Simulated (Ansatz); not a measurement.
Geometry optimisation, Ansatz 0.2.0, RKS B3LYP/def2-TZVP.

The input (input.yaml):

```yaml
crystal:
  periodic: [false, false, false]
  atoms:
    - { symbol: B, position_ang: [0.0, 0.0, 0.0] }
    - { symbol: C, position_ang: [0.0, 0.0, 1.95] }
    - { symbol: H, position_ang: [-0.9996, -0.3092, 2.3205] }
    - { symbol: H, position_ang: [0.7676, -0.7111, 2.3205] }
    - { symbol: H, position_ang: [0.232, 1.0203, 2.3205] }
    - { symbol: F, position_ang: [1.1431, 0.0, -0.66] }
    - { symbol: H, position_ang: [-1.0305, 0.0, -0.595] }
    - { symbol: H, position_ang: [-0.1908, -1.4011, 0.4698] }
    - { symbol: H, position_ang: [-0.1595, -1.1709, 1.3616] }
basis:
  gaussian: { orbitals: def2-TZVP }
hamiltonian:
  xc: b3lyp
relax:
  f_tol: 0.15
  max_steps: 25
  restrain:
    - { distance: [0, 7], at: 2.39, k: 30.0 }
    - { distance: [8, 1], at: 2.31, k: 30.0 }
    - { distance: [0, 1], at: 1.6, k: 30.0 }
    - { distance: [8, 7], at: 0.66, k: 30.0 }
```

Launched with:

```bash
$ ansatz run input.yaml --threads 4 --pin off --max-ram 5120MiB --backend cpu --events-out ev --progress --plain --runs-dir out
```

Where does it end, and by what steps?

The run converged. The restraints hold the end off the free minimum. After 8 steps the energy has fallen by 3.362 eV (the restraints' own energy left out); H9 moved furthest, 0.84 Å.

```tsv
step	energy less start (eV)	largest force component (eV/Å)	accepted
0	0.0000	3.710	yes
1	-1.1078	2.463	yes
2	-1.3774	5.065	yes
3	-2.1198	4.046	yes
4	-3.0245	2.300	yes
5	-2.8770	2.468	no
6	-3.2322	1.427	yes
7	-3.3418	1.382	yes
8	-3.3622	1.350	yes
```

```xyz
9
Properties=species:S:1:pos:R:3
B 0.019 0.171 0.272
C 0.039 0.217 1.854
H -0.903 -0.112 2.294
H 0.865 -0.354 2.286
H 0.185 1.259 2.167
F 1.166 0.110 -0.403
H -0.980 0.263 -0.378
H -0.360 -2.193 0.372
H -0.270 -1.932 1.024
```

Time of the run: 11 s on 4 threads of Arm Neoverse V1 (shared host), peak memory 0.2 GiB.
